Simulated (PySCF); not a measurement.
Species: C₄H₁₁OP.
InChI=1S/C4H11OP/c1-3-6(5)4-2/h6H,3-4H2,1-2H3

Torsions of this conformer, `[CH3:1][CH2:2][PH:3](=[O:4])[CH2:5][CH3:6]`: C1–C2–P3–O4 -176°, C2–P3–C5–C6 -179°.

The closed-shell ground state was solved at several levels (PySCF, density fitting, gas phase, non-relativistic). Isolated species at its PBE0-D3(BJ)/def2-TZVP geometry (one conformer only).

```tsv
level	basis functions	total energy (Eh)	HOMO (eV)	LUMO (eV)	gap (eV)	dipole (D)
wB97X-D/pcSseg-2	377	-575.6982	-9.48	2.07	11.55	4.45
PBE0/pcSseg-2	377	-575.3659	-7.60	0.39	7.99	4.38
B97-2/pcSseg-2	377	-575.7103	-7.31	0.42	7.73	4.36
```

**Question.** What might KT3/pcSseg-2 (377 basis functions) give for the same quantities?

**Answer.** Total energy -581.9103 Eh, HOMO -6.25 eV, LUMO -0.47 eV, gap 5.78 eV, dipole 4.11 D.

**Question.** Over all these levels, which gives the widest orbital gap and which the narrowest?

**Answer.** wB97X-D/pcSseg-2 (range-separated hybrid) has the widest, 11.55 eV, and KT3/pcSseg-2 (GGA) the narrowest, 5.78 eV. From the narrowest to the widest the HOMO moves by -3.23 eV and the LUMO by +2.54 eV.

**Question.** In the pcSseg-2 basis, how does the gap go with the fixed share of exact exchange?

**Answer.** KT3 (0 %) 5.78 eV; B97-2 (21 %) 7.73 eV; PBE0 (25 %) 7.99 eV. Each rise in the share widens the gap here.

**Question.** How far do the dipole and the HOMO energy spread over the levels?

**Answer.** The dipole runs from 4.11 to 4.45 D (mean 4.33 D) and the HOMO from -9.48 to -6.25 eV.

wB97X-D is run here without its empirical dispersion term; that term would change no orbital, density or response property at a fixed geometry.
